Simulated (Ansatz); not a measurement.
Two shapes of singlet C₃H₆.

Shape 1:

```xyz
9

C     0.0000    0.0000    0.0000
C     0.0000    0.0000    1.3350
C     0.0000    1.2362   -0.8496
H     0.0000   -0.9646   -0.5075
H     0.0000   -0.9343    1.8964
H     0.0000    0.9343    1.8964
H     0.0000    2.1180   -0.2089
H     0.8898    1.2451   -1.4791
H    -0.8898    1.2451   -1.4791
```

Shape 2:

```xyz
9

C     0.0116    0.0352   -0.0336
C    -0.0450   -0.0176    1.3479
C     0.0147    1.2108   -0.8091
H    -0.0449   -0.9859   -0.5022
H    -0.0337   -0.9033    1.8762
H     0.0100    0.9763    1.9216
H    -0.0433    2.1430   -0.2104
H     0.9200    1.2702   -1.4481
H    -0.8938    1.2612   -1.5262
```

Basis set: cc-pVDZ (spherical functions). Left uncorrelated: 3 orbitals. Charge 0, multiplicity 1.

Computed with Ansatz (development build ahead of 0.2.0); each method stands on the lowest determinant of its kind that the runs found.

(1) Which shape is lower in energy, and by how much in each method?

Answers

(1)

```tsv
method	E(2) − E(1) (eV)
RHF	0.523
RHF-MP2	0.386
```

Shape 1 is lower.
